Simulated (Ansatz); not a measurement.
A made-up structure of MgSiH4S, singlet:

| atom | x (Å) | y (Å) | z (Å) |
| --- | --- | --- | --- |
| Si1 | 2.3810 | -1.5549 | 1.7655 |
| Mg2 | 0.6869 | -0.4755 | 0.6505 |
| S3 | -1.2211 | 0.7392 | -0.5609 |
| H4 | -2.1320 | -0.1196 | -1.0922 |
| H5 | -0.7757 | 1.5079 | -1.5906 |
| H6 | -1.9132 | 1.5698 | 0.2642 |
| H7 | 3.1269 | -1.7500 | 0.5730 |

It is relaxed with PBE-D4/def2-SVP and then PBE0-D4/def2-TZVP (Ansatz 0.2.0). Atoms count as bonded within 1.22 times the sum of their covalent radii (H–H: 0.88 Å). The end point is not checked to be a true minimum.

Task: Does its bonding change? (A judgement: the text doesn't fix the answer.)

Result: By the calculation: Yes. Formed: Si1–S3, Mg2–H6; broken: Mg2–S3, S3–H6.

Where it ends: The first stage lowers the energy by 5.47 eV in 44 steps. It ends as MgSiH₄S ([MgH][SiH][SH2]):
```tsv
atom	x (Å)	y (Å)	z (Å)
Si1	1.3498	-0.1260	0.4460
Mg2	-0.7353	-0.1667	1.9970
S3	0.1872	0.8921	-1.2373
H4	-0.7791	0.1629	-1.8468
H5	0.9668	0.8344	-2.3424
H6	-2.0194	-0.1621	3.1410
H7	1.1827	-1.5177	-0.1480
```

Labels in which every atom is bracketed show which atoms are joined, not bond orders.

For scale, one of the runs: PBE0-D4/def2-TZVP relaxation, 130 basis functions, launched by `ansatz run in.yaml --threads 2 --pin off --events-out ev --progress --plain --max-ram 4352MiB`. The run took about 7.5 s on 2 CPU threads of an AMD EPYC 9R45 (shared host).
